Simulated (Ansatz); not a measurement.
Process, species as SMILES: N#N (N2) → 2 N atom
B3LYP-D3(BJ)/def2-TZVP geometries, fixed; electronic energies without zero-point terms.
Largest species:
```xyz
2

N      0.0000     0.0000    -0.5454
N      0.0000     0.0000     0.5454
```
Charge 0, spin multiplicity 1.

Basis-set convergence of the atomisation energy at HF with Ansatz (a program for electronic structure). Cartesian d functions, on some or all atoms, in 6-31G**; all else is spherical. Open shells are unrestricted. No added dispersion term, no relativity. Functions are those of the species that has most. Reference: the value in aug-cc-pV5Z, 116.26 kcal/mol, itself unsure by roughly 0.30 kcal/mol (its mean distance from pcseg-4, aug-pcseg-3, aug-cc-pVQZ). Deviations are taken from unrounded values.

| basis | functions |
|---|---|
| STO-3G | 10 |
| 3-21G | 18 |
| 6-31G | 18 |
| 6-31G** | 30 |
| 6-311G** | 36 |
| def2-SVPD | 40 |
| aug-cc-pVDZ | 46 |
| def2-TZVPPD | 74 |
| jun-cc-pV(T+d)Z | 78 |
| aug-cc-pVTZ | 92 |
| def2-QZVPPD | 126 |
| aug-cc-pVQZ | 160 |
| aug-cc-pV5Z | 254 |

**Question.** Which is the smallest set listed that can be trusted to 4 kcal/mol here, that is, within that of the reference together with its larger relatives (same family, alike in diffuse functions; a set with none to test it counts only in the reference's own line)?

**Answer.** The smallest set listed that lies within 4 kcal/mol of the reference with all its larger relatives (same family, alike in diffuse functions; a set with none counts only in the reference's own line) is def2-SVPD (40 functions, -1.75 kcal/mol off). Value minus reference: STO-3G -81.24, 3-21G -59.81, 6-31G -54.78, 6-31G** -8.01, 6-311G** -6.74, def2-SVPD -1.75, aug-cc-pVDZ -6.44, def2-TZVPPD -0.72, jun-cc-pV(T+d)Z -1.14, aug-cc-pVTZ -1.07, def2-QZVPPD -0.16, aug-cc-pVQZ -0.07, aug-cc-pV5Z 0.00 kcal/mol.
